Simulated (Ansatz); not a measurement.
CH3O, SMILES C[O], a short molecular-dynamics run

Computed with Ansatz's Python interface.

The cells in order, each with its output:

In [1]:
```python
import warnings

import ansatz as az
import numpy as np
```

In [2]:
```python
GEOMETRY = """
C     0.00383    0.03014   -0.02680
O     0.98901   -0.81084   -0.23300
H    -0.97637   -0.50060   -0.06471
H    -0.02025    0.89941   -0.70710
H     0.00378    0.38189    1.03162
"""
```

In [3]:
```python
warnings.simplefilter("ignore", az.DeckWarning)
```

In [4]:
```python
molecule = az.Crystal.molecule()
for line in GEOMETRY.strip().splitlines():
    symbol, *xyz = line.split()
    molecule = molecule.atom(symbol, [float(v) for v in xyz])
```

In [5]:
```python
calculation = molecule.calculation()
calculation = calculation.basis(gaussian="6-31G")
calculation = calculation.functional("b3lyp").spin("collinear", total=1)
symbols = [site.symbol for site in molecule.cartesian_sites]
start = np.array([site.position_ang for site in molecule.cartesian_sites], dtype=float)
data = calculation.relax(force_tolerance=0.02, max_steps=100).run(threads=1, pin="off").report
end = np.array(data["positions_ang"])
minimum = az.Crystal.molecule()
for symbol, place in zip(symbols, end):
    minimum = minimum.atom(symbol, place.tolist())
```

In [6]:
```python
# dynamics from the relaxed geometry
calculation = (
    minimum.calculation()
    .basis(gaussian="6-31G")
    .functional("b3lyp")
    .spin("collinear", total=1)
    .md("nvt_langevin", timestep=1.0, steps=30, temperature=500, initial_velocities="maxwell_boltzmann", seed=70, friction=0.05)
)
frames = []
result = calculation.session().plan().execute(on_event=lambda e: frames.append(e["data"]) if e["event"] == "md_step" else None)
print("t (fs)   E_pot (eV)      E_kin (eV)   T (K)   d(0-1) (A)")
for f in frames[::2]:
    xyz = np.array(f["positions_ang"])
    print(f"{f['time_fs']:6.2f} {f['lagrangian_ev']:14.5f} {f['e_kin_ev']:10.5f} {f['temperature_k']:8.1f} {np.linalg.norm(xyz[0] - xyz[1]):9.4f}")
print("mean temperature", round(float(np.mean([f["temperature_k"] for f in frames])), 1), "K")
symbols = [site.symbol for site in molecule.cartesian_sites]
with open("last_frame.xyz", "w") as handle:
    handle.write(f"{len(symbols)}\nt = {frames[-1]['time_fs']} fs\n")
    handle.writelines("{:2s} {:10.5f} {:10.5f} {:10.5f}\n".format(s, *xyz) for s, xyz in zip(symbols, frames[-1]["positions_ang"]))
```
```text
t (fs)   E_pot (eV)      E_kin (eV)   T (K)   d(0-1) (A)
  0.00    -3129.88243    0.25852    400.0    1.4151
  2.00    -3129.75825    0.14648    226.6    1.4309
  4.00    -3129.78440    0.23634    365.7    1.4459
  6.00    -3129.68844    0.18966    293.5    1.4600
  8.00    -3129.55133    0.10430    161.4    1.4661
 10.00    -3129.68327    0.33816    523.2    1.4523
 12.00    -3129.75586    0.41449    641.3    1.4333
 14.00    -3129.64494    0.36370    562.7    1.4235
 16.00    -3129.84271    0.41260    638.4    1.4095
 18.00    -3129.71322    0.15744    243.6    1.3997
 20.00    -3129.76257    0.21371    330.7    1.3957
 22.00    -3129.81974    0.31517    487.6    1.4017
 24.00    -3129.63203    0.24078    372.6    1.4125
 26.00    -3129.70763    0.24241    375.1    1.4168
 28.00    -3129.68146    0.21478    332.3    1.4219
 30.00    -3129.66933    0.32711    506.1    1.4310
mean temperature 392.9 K
```

It writes `last_frame.xyz`:
```text
5
t = 30.0 fs
C    -0.03975    0.02620   -0.11316
O     1.14811   -0.74744   -0.30873
H    -1.07999   -0.38584   -0.25830
H     0.08124    0.77910   -0.86037
H    -0.06012    0.52652    0.93433
```

Total energies depend on the basis set; only differences at equal settings carry meaning. The trajectory is only some femtoseconds long, so its temperature is not equilibrated; where the script doesn't relax first, it starts from a rough generated geometry. The run takes the species as open-shell (spin multiplicity 2), which needn't be its ground state. b3lyp holds the VWN-RPA fit, as in Gaussian; the form of ORCA and Turbomole is b3lyp5. The printed temperature counts all 3N degrees of freedom under Langevin dynamics, so the first row lies under the target. With hydrogen a step over 0.5 fs is long. Hardware and time: 54 s on 1 thread of Arm Neoverse V2, with other jobs on the host, peak memory 0.18 GiB.
